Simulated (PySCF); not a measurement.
SMILES C#N (CHN), B3LYP/def2-SVP optimised geometry.

```
3

C     -0.04     0.00     0.00
N      1.12     0.00     0.00
H     -1.12     0.00     0.00
```

Density from B3LYP/def2-TZVP run with PySCF at that geometry.

Minimum of the electron density along straight lines between bonded atoms, close to the bond critical point (lines longer than 1.1 times the sum of covalent radii, or with two minima, are not listed):

```
bond   length / Å  ρ at the minimum / e bohr⁻³  ∇²ρ there / e bohr⁻⁵  position (fraction from the first atom)
-----  ----------  ---------------------------  --------------------  ---------------------------------------
C1–N2       1.155                          [?]                   [?]                                     0.35
C1–H3       1.079                          [?]                 -1.06                                     0.67
```

What belongs in the gaps?


- C1–N2, ρ at the minimum / e bohr⁻³: 0.494
- C1–N2, ∇²ρ there / e bohr⁻⁵: -0.14
- C1–H3, ρ at the minimum / e bohr⁻³: 0.283
